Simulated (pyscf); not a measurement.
H₃C–B(OH)–OH → O=B–OH + CH₄, an elimination (singlet surface; B–C, H–O broken, C–H formed). Single points on ωB97X-D3(BJ)/def2-SVP structures (PySCF, gas phase). MP2 and CC: frozen core, UHF for open shells. ΔMP2 is the change of the MP2 total energy from the triple- to the quadruple-zeta basis. Energies in eV from the reactant's lowest minimum found.

Small-basis levels: PySCF, no dispersion term, spherical d functions. AM1 to PM7: differences of heats of formation from MOPAC, which are fitted to 298 K values and so differ in kind from electronic energies by zero-point and thermal terms. Cost: rough CPU time at the saddle relative to B3LYP/6-31G*, from one job on a shared machine.

```
level                             barrier  reaction energy        cost
--------------------------------  -------  ---------------  ----------
MP2/6-31G*                           3.08            +0.75         0.1
SVWN5/6-31G*                         2.56            +1.33           1
PBE/6-31G*                           2.65            +0.87           1
B3LYP/3-21G                          3.26            +1.00         0.7
B3LYP/LANL2DZ                        3.29            +0.88         0.8
M06-2X/6-31G*                        3.07            +1.00           3
B3LYP/6-311+G**                      2.99            +0.85           2
B3LYP/def2-SVP                       2.98            +0.95           1
PM3                                  3.92            +1.04  under 0.02
CCSD(T)/def2-TZVPP + ΔMP2(QZVPP)     3.07            +1.08           –
```

Against the last row the barrier runs from -0.51 (SVWN5/6-31G*) to +0.85 eV (PM3); M06-2X/6-31G* happens to lie closest here (0.00 eV apart). CCSD(T)/def2-TZVPP + ΔMP2(QZVPP) has limits of its own. On the reactant side the descent ends in a point that may be a rotor saddle (no frequency run), 0.09 eV over the lowest minimum found and 2.96 eV under the saddle at ωB97X-D3(BJ)/def2-TZVP. This is the saddle that the search found; another between the same sides may lie lower. The CCSD(T) − MP2 part came from Ansatz, without density fitting, on the same reference.
